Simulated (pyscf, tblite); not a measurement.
H₂P–GaH₂ (SMILES [PH2][GaH2]) -> PH₃ (SMILES P) + GaH (SMILES [GaH]) [singlet]: energy along the mass-weighted descent from the GFN2-xTB saddle (tblite), relative to the relaxed reactant side.

| s (amu^1/2 bohr) | E (kcal/mol) |
|---|---|
| -9.16 | 0.1 |
| -8.88 | 0.2 |
| -8.46 | 0.5 |
| -6.72 | 1.4 |
| -4.80 | 3.2 |
| -2.88 | 11.4 |
| -0.960 | 26.9 |
| 0.960 | 22.7 |
| 2.88 | 2.8 |
| 4.56 | 2.0 |
| 6.07 | 1.2 |
| 6.51 | 0.8 |
| 6.94 | 0.6 |
| 7.25 | 0.4 |
| 7.53 | 0.2 |

Task: The GFN2-xTB barrier from the reactant side is 1.39 eV. What does ωB97X-D3(BJ) (PySCF) give from its own reactant-side minimum, in def2-SVP and in def2-TZVP?

Result: 2.68 eV in the double-zeta basis after reoptimising the saddle, and 2.64 eV in the triple-zeta single point, so the tight-binding barrier lies 1.25 eV under the latter. The imaginary mode goes from 847i to 1152i cm⁻¹.
